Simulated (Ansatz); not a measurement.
`F/C=C/C=C/F`, relaxed with RKS PBE-D4/def2-SVP in the Gaussian-basis code of Ansatz from a rough embedded geometry. The force threshold is 0.03 eV/Å; the program also tests the step.

The species carries charge 0 and has multiplicity 1.

Start:

```xyz
10

F    -1.478   -2.054   -1.682
C    -0.764   -0.923   -1.383
C    -0.336   -0.642   -0.131
C     0.318    0.647    0.154
C     0.767    0.885    1.404
F     1.456    2.045    1.656
H    -0.649   -0.317   -2.293
H    -0.590   -1.282    0.657
H     0.612    1.320   -0.661
H     0.663    0.323    2.280
```

(1) How much energy does the relaxation release, and in how many steps? (An estimate is asked.)

(2) Which bonds change most? (An estimate is asked.)

(3) Give the relaxed structure. (Estimate.)

Results:

(1) Ansatz gave: 0.24 eV, in 5 steps.

(2) The calculation gave: C5–H10 from 1.046 to 1.104 Å; C3–H8 from 1.047 to 1.103 Å; C5–F6 from 1.373 to 1.341 Å; F1–C2 from 1.371 to 1.341 Å.

(3) The calculation gave: 
```xyz
10

F    -1.461   -2.054   -1.653
C    -0.789   -0.922   -1.395
C    -0.364   -0.608   -0.153
C     0.363    0.607    0.153
C     0.790    0.922    1.395
F     1.461    2.054    1.651
H    -0.632   -0.301   -2.294
H    -0.587   -1.318    0.661
H     0.586    1.318   -0.660
H     0.634    0.301    2.294
```
